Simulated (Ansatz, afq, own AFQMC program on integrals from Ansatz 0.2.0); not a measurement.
Integrals from Ansatz 0.2.0, then the random walk in our own AFQMC program (afq).

```yaml
crystal:
  periodic: [false, false, false]
  atoms:
    - {symbol: Ge, position_ang: [0.000000, -0.045054, 0.336205]}
    - {symbol: O, position_ang: [0.000000, 0.151798, -1.443563]}
    - {symbol: H, position_ang: [0.000000, 1.535873, 0.576619]}
    - {symbol: H, position_ang: [0.000000, -0.698502, -1.891995]}
basis:
  gaussian: {orbitals: cc-pVDZ}
magnetization: {spin_polarized: false}
correlation: {method: ccsd_t, electrons: outside_noble_gas, hamiltonian_folder: ham}
```

```sh
$ ansatz run in.yaml --threads 1 --pin off --events-out ev --progress --plain --max-ram 1382MiB
```

afq runs on the folder ham with

```
--method free --trial cisd --walkers 60 --time-step 0.03 --max-blocks 80 --target-error 0.00042 --factor-cut 1e-05 --seed 2496 --times 0,0.21,0.42,0.81,1.2,1.8,2.4,3 --taylor-order 8
```

Times are imaginary, in 1/Eh. The walk had a cap of 513 s. Filled inner d shells are frozen with the cores.

afq prints:

```
orbitals 36  electrons 6 6  factors 285 of 542
reference energy -2151.35413297 Eh
CCSD correlation -0.29492997 Eh in 11 cycles, weight of the determinant in the CISD state 0.8782
repeat  energy at the last time / Eh  error
    10  -2151.660761  0.002685
    20  -2151.661264  0.001664
    30  -2151.660605  0.001460
    40  -2151.660603  0.001427
    50  -2151.659649  0.001254
    60  -2151.658772  0.001132
    70  -2151.658702  0.001047
    80  -2151.658285  0.000975
time / (1/Eh)  energy / Eh  error  mean overlap
  0.00  -2151.648276  0.000489  1.1359
  0.21  -2151.652576  0.000409  1.1422
  0.42  -2151.654372  0.000416  1.1492
  0.81  -2151.656426  0.000462  1.1360
  1.20  -2151.656769  0.000466  1.1452
  1.80  -2151.657368  0.000561  1.1212
  2.40  -2151.657501  0.000618  1.1113
  3.00  -2151.658285  0.000975  1.1068
energy -2151.658285 +/- 0.000975 Eh
```

The run passed its tests (error under three times the target), which doesn't prove that it has relaxed.

Against this walk (error 26.5 meV) on the same determinant: CCSD(T) 46.2 meV higher (within the noise), the released energy of a separate walk with a CISD trial 0.5 ± 37.0 meV lower (within the noise). The error is statistical, and a free projection of finite length keeps a remainder of its start. The projection is still falling at its last time (meV from the last point: 51 ± 13 at 0.81, 41 ± 13 at 1.20, 25 ± 15 at 1.80, 21 ± 17 at 2.40, 0 ± 27 at 3.00), so its energy is a cut-off value, and the gaps above aren't errors of the other methods.

Cautions: remainder of the start not in the error; error above the target (26.5 against 11.4 meV); no relativity below Rb; no spin-orbit coupling; inner d shell frozen; higher spins were not checked; raised T1 diagnostic (T1 0.021, weight of the determinant 0.88, largest double 0.07).

The walk took 100 s on 1 thread of Intel(R) Xeon(R) 6975P-C (Granite Rapids), on a shared host. The log's last line is the free-projection energy.

A walk keeps the symmetry of its determinant, which the program's search chose and which needn't be the lowest solution, so a lower state of the same spin and another symmetry isn't excluded.
